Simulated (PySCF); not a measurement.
Compound: C4H6F (charge +1).
Atom-mapped SMILES: `[CH2:1]=[C:2]([F:3])[CH+:4][CH3:5]` (hydrogens: H6, H7 on C1; H8 on C4; H9, H10, H11 on C5)

Method used: EOM-IP-CCSD/aug-cc-pVDZ in PySCF, restricted Hartree–Fock reference, frozen core, non-relativistic, gas phase, PBE0-D3(BJ)/def2-SVP geometry.

Hartree–Fock orbital energies give these Koopmans values (eV): HOMO 16.78, HOMO-1 20.24, HOMO-2 20.96.

**Question.** What vertical ionisation energies does EOM-IP-CCSD give?

**Answer.** 
| leading hole (HF orbital) | Koopmans (eV) | EOM-IP-CCSD (eV) | change (eV) | one-hole share |
| --- | --- | --- | --- | --- |
| HOMO | 16.78 | 16.74 | -0.04 | 0.96 |
| HOMO-1 | 20.24 | 19.16 | -1.08 | 0.95 |
| HOMO-2 | 20.96 | 20.07 | -0.89 | 0.94 |

**Question.** Does the order of the lines follow the orbital energies?

**Answer.** Yes, no two lines change places. The corrections run from -1.08 to -0.04 eV, with a mean of -0.67 eV over the 3 lines; no line lies above its Koopmans value.

**Question.** At what kinetic energies would He I light (21.22 eV) eject these electrons?

**Answer.** 4.48 eV (HOMO), 2.06 eV (HOMO-1), 1.15 eV (HOMO-2).

One root was sought for each valence orbital with −ε under 21 eV, eight at most, so deeper holes and satellites are missing; no vibrational structure.

The values belong to the conformer `[CH2:1]=[C:2]([F:3])[CH+:4][CH3:5]`: C1–C2–C4–C5 179°.
